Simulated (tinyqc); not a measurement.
Worked calculation: extended Hueckel theory, for HCl-. The parameters take no account of the charge, which enters only through the electron count, and nothing here shows that the anion is bound. Computed by tinyqc, a small Python program that keeps every step (integrals from PySCF). Settings: charge = -1, K = 1.75, multiplicity = 2. Command: `OMP_NUM_THREADS=1 python tinyqc.py 23914 23915 out.jsonl` (the two numbers bound the seeds that draw the settings). One thread of a shared host (Intel(R) Xeon(R) Processor @ 2.60GHz), about 0.01 s of CPU time with the checks.

## Overlaps

Geometry (angstrom):
```
atom         x         y         z
Cl    0.000000  0.000000  0.000000
H     0.000000  0.000000  1.413000
```

Parameters chosen for this run:
```
element  shell  Slater exponent   H_ii (eV)
Cl          3s         2.183000  -26.300000
Cl          3p         1.733000  -14.200000
H           1s         1.300000  -13.600000
```

Slater orbitals, each expanded in six Gaussians scaled to its exponent.

overlap S, order 1Cl 3s, 1Cl 3px, 1Cl 3py, 1Cl 3pz, 2H 1s:
$$\begin{pmatrix}
1.000000 & 0.000000 & 0.000000 & 0.000000 & 0.327676 \\
0.000000 & 1.000000 & 0.000000 & 0.000000 & 0.000000 \\
0.000000 & 0.000000 & 1.000000 & 0.000000 & 0.000000 \\
0.000000 & 0.000000 & 0.000000 & 1.000000 & 0.474630 \\
0.327676 & 0.000000 & 0.000000 & 0.474630 & 1.000000
\end{pmatrix}$$

## Wolfsberg-Helmholz matrix

diagonal H_ii (eV): 1Cl 3s -26.300000, 1Cl 3px -14.200000, 1Cl 3py -14.200000, 1Cl 3pz -14.200000, 2H 1s -13.600000

K = 1.750000

H_ij = K' S_ij (H_ii + H_jj)/2 for i != j (the diagonal keeps H_ii), with K' = 1.75.

H (eV), order 1Cl 3s, 1Cl 3px, 1Cl 3py, 1Cl 3pz, 2H 1s:
$$\begin{pmatrix}
-26.300000 & 0.000000 & 0.000000 & 0.000000 & -11.439990 \\
0.000000 & -14.200000 & 0.000000 & 0.000000 & 0.000000 \\
0.000000 & 0.000000 & -14.200000 & 0.000000 & 0.000000 \\
0.000000 & 0.000000 & 0.000000 & -14.200000 & -11.545377 \\
-11.439990 & 0.000000 & 0.000000 & -11.545377 & -13.600000
\end{pmatrix}$$

## Orbitals

valence electrons = 9

Solve H C = S C e through S^(-1/2); fill by pairs from the bottom, a degenerate level sharing its electrons equally; each orbital has its largest coefficient positive (the first on a tie).

orbital energies (eV): [-26.834019, -16.384549, -14.200000, -14.200000, 0.971413]

occupations: [2.000000, 2.000000, 2.000000, 2.000000, 1.000000]

coefficients, order 1Cl 3s, 1Cl 3px, 1Cl 3py, 1Cl 3pz, 2H 1s:
$$\begin{pmatrix}
0.924649 & -0.259028 & 0.000000 & 0.000000 & -0.488693 \\
0.000000 & 0.000000 & 0.996333 & 0.085563 & 0.000000 \\
0.000000 & 0.000000 & -0.085563 & 0.996333 & 0.000000 \\
-0.017582 & 0.729837 & 0.000000 & 0.000000 & -0.896990 \\
0.186534 & 0.423046 & 0.000000 & 0.000000 & 1.133442
\end{pmatrix}$$

sum of one-electron energies = -142.265722 eV

Within a degenerate level the vectors are fixed only up to a rotation; this is one choice.

## Mulliken analysis

P = C n C^T; charge = valence electrons (Cl 7, H 1) minus the sum of (P S)_ii on the atom; overlap population = 2 sum P_ij S_ij between two atoms.

charges: 1Cl -0.620640, 2H -0.379360

Overlap populations:
```
pair      value
2-1   -0.665712
```
